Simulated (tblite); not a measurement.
Input of a run (GFN2-xTB geometry optimisation, gas phase (tblite 0.8.0)), started from a force field or distance geometry:
```
{"job": {"kind": "relax", "xc": "GFN2-xTB", "basis": "xTB"}, "charge": 0, "multiplicity": 2}
C     -1.627600    -0.718400     0.635300
C     -0.756900    -0.127300    -0.190900
C      0.636800     0.092600     0.184100
C      1.520300     0.689100    -0.643000
S      3.188200     1.019000    -0.341200
H     -2.666800    -0.866300     0.317800
H     -1.352900    -1.048500     1.624500
H     -1.058100     0.199300    -1.165300
H      0.963500    -0.226900     1.167100
H      1.162500     0.992100    -1.610900
```

Output (eV, eV/Å):
```
step      E/eV     max force
  0    -388.17868    1.351
  1    -388.21682    0.596
  2    -388.22605    0.305
  3    -388.23470    0.336
  4    -388.23757    0.160
  5    -388.23981    0.129
  6    -388.24114    0.100
  7    -388.24209    0.089
  8    -388.24257    0.083
  9    -388.24295    0.068
 10    -388.24325    0.051
 11    -388.24350    0.048
 12    -388.24370    0.050
 13    -388.24387    0.051
 14    -388.24404    0.040
 15    -388.24417    0.029
 16    -388.24426    0.037
 17    -388.24434    0.040
 18    -388.24445    0.041
 19    -388.24459    0.037
 20    -388.24472    0.035
 21    -388.24479    0.022
 22    -388.24482    0.016
 23    -388.24485    0.017
 24    -388.24489    0.020
 25    -388.24493    0.019
 26    -388.24495    0.018
 27    -388.24497    0.017
 28    -388.24498    0.016
 29    -388.24500    0.012
 30    -388.24501    0.007
```

Task: Summarise the run.

Result: The energy falls by 1.5 kcal/mol over 30 L-BFGS steps, the largest force on an atom goes from 1.35 to 0.007 eV/Å, and the atoms move by 0.042 Å rms after alignment. The bond that changes most is C4–S5 (ends: carbon bonded to C, S and H; sulfur bonded to C), which shortens by 0.039 Å. Bonds longer at the end by more than 0.005 Å: 3 of 9; shorter: 3. Among the angles that change most is C3–C4–S5, from 127.6° to 124.0°. The energy never rose by more than 1e-5 eV on the way. The first step brought 58 % of the lowering.

Task: What are the final bond lengths?

Result: C1=C2 1.340 Å, C2–C3 1.424 Å, C3=C4 1.361 Å, C4–S5 1.688 Å, C1–H6 1.076 Å, C1–H7 1.077 Å, C2–H8 1.083 Å, C3–H9 1.082 Å, C4–H10 1.084 Å. Numbering counts from 1 in the input's order; the species is `C=C/C=C/[S]` [radical].

Its GFN2-xTB frequencies are all real (lowest 132 cm⁻¹).

Shape of the structure used: `[CH2:1]=[CH:2]/[CH:3]=[CH:4]/[S:5]`: C1–C2–C3–C4 180°.

One conformer stands for the species.

All values are computed, not measured.
